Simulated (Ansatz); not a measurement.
Relaxation of C2H3NO2 (8 atoms, charge 0, multiplicity 1), to a largest force component of 0.015 eV/Å in at most 40 steps.

Computed with RKS B3LYP-D4/def2-SVP (Ansatz).

```xyz
8
Properties=species:S:1:pos:R:3
N -0.501 1.885 -0.182
C -0.184 0.712 -0.154
O 0.367 -0.087 -1.064
C 0.449 -1.127 -0.077
O -0.244 -0.207 0.802
H -0.954 2.173 0.718
H 1.396 -1.451 0.256
H -0.236 -1.955 -0.354
```

Task: Where does it end, and by what steps?

Result: The run converged. After 5 steps the energy has fallen by 0.333 eV; O5 moved furthest, 0.09 Å.

```
step  energy less start (eV)  largest force component (eV/Å)  accepted
   0                  0.0000                           3.720       yes
   1                 -0.2914                           1.025       yes
   2                 -0.3264                           0.464       yes
   3                 -0.3300                           0.214       yes
   4                 -0.3323                           0.109       yes
   5                 -0.3327                           0.005       yes
```

```xyz
8
Properties=species:S:1:pos:R:3
N -0.537 1.899 -0.190
C -0.181 0.710 -0.113
O 0.416 -0.085 -1.056
C 0.401 -1.128 -0.085
O -0.221 -0.262 0.866
H -0.958 2.238 0.675
H 1.411 -1.449 0.221
H -0.237 -1.979 -0.373
```

Whether the end is a true minimum wasn't checked by a vibrational analysis.

Run time: 18 s on 1 thread of Arm Neoverse V2, with other jobs on the host, peak memory 0.16 GiB.
